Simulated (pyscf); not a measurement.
`[NH2][SiH2][Cl]` + `[NH3]` → `[NH3]` + `[SiH][Cl]` [singlet] + `[NH3]`, a multi-bond step (singlet surface; N–Si, H–Si, H–N broken, H–N, H–N formed). Single points on ωB97X-D3(BJ)/def2-SVP structures (PySCF, gas phase). Energies in kJ/mol from the separated reactants.

AM1 to PM7: differences of heats of formation from MOPAC, which are fitted to 298 K values and so differ in kind from electronic energies by zero-point and thermal terms. 

Problem. In single points AM1 puts the saddle at 194.2 kJ/mol and the reaction energy at +292.0 kJ/mol. Should these be trusted to within a few kcal/mol? Compare with ωB97M-D3(BJ)/def2-TZVP.

Solution. ωB97M-D3(BJ)/def2-TZVP gives ΔE‡ = 183.1 kJ/mol and ΔE = +252.4 kJ/mol. AM1 lies 11.1 kJ/mol over it in the barrier and 39.5 kJ/mol over it in the reaction energy, so on this step it does not hold to within 12.6 kJ/mol. ωB97M-D3(BJ)/def2-TZVP has limits of its own. On the reactant side the descent ends in a complex (not fully relaxed), 25.9 kJ/mol under the separated species and 212.2 kJ/mol under the saddle at ωB97X-D3(BJ)/def2-TZVP. On the product side the descent ends in an adduct with a N–Si contact, 176.1 kJ/mol under the separated species and 88.4 kJ/mol under the saddle at ωB97X-D3(BJ)/def2-TZVP. At ωB97M-D3(BJ) the saddle lies under the separated products, which points to a path from their complex (located at ωB97X-D3(BJ) alone), and parting the products costs more than the saddle. What is counted as broken (N–Si) persists as a longer contact in the product adduct; parting that adduct is a step of its own. The same reactants have a lower exit, to H₂N–SiH(NH₂)–Cl + H₂ (barrier +143.3 kJ/mol at ωB97M-D3(BJ)/def2-TZVP, against +183.1 kJ/mol here). One saddle was located; it need not be the lowest between these sides.
